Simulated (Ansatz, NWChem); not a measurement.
**Predicting a hybrid from its neighbours: BOF (fluoro(oxo)borane)**

The species is BOF (3 atoms), meant as a singlet with charge 0. As SMILES, `O=BF`. The coordinates come from a PBE0-D4/def2-TZVP relaxation.

The HOMO–LUMO gap y, in eV, basis cc-pVTZ; a is the functional's share of exact exchange. Programs: Ansatz 0.2.0, NWChem 7.3.0.

| functional | program | a | y (eV) |
| --- | --- | --- | --- |
| TPSS | NWChem | 0 | 7.86 |
| PBE | Ansatz | 0 | 7.58 |
| B3LYP | Ansatz | 0.2 | 9.49 |
| r2SCAN0 | Ansatz | 0.25 | ? |
| PBE0 | Ansatz | 0.25 | 10.16 |
| BHLYP | Ansatz | 0.5 | 12.42 |

Problem. Fit y = c + s·a to the known rows and predict r2SCAN0.

Solution. 
1. Means of the 5 rows: a = 0.1900, y = 9.502.
2. Σ(Δa)² = 0.172, Σ(Δa·Δy) = 1.6211, so the slope is 1.6211/0.172 = 9.425.
3. Intercept: 9.502 − (9.425) × 0.1900 = 7.711. The largest residual of the fit is 0.15.
4. r2SCAN0: 7.711 + (9.425) × 0.25 = 10.07 eV.

The run gave 10.77 eV, so the prediction is off by -0.70 eV, more than the largest residual. Exact exchange lowers occupied levels and raises empty ones. The rows mix families of semi-local functionals, which the line can't see.
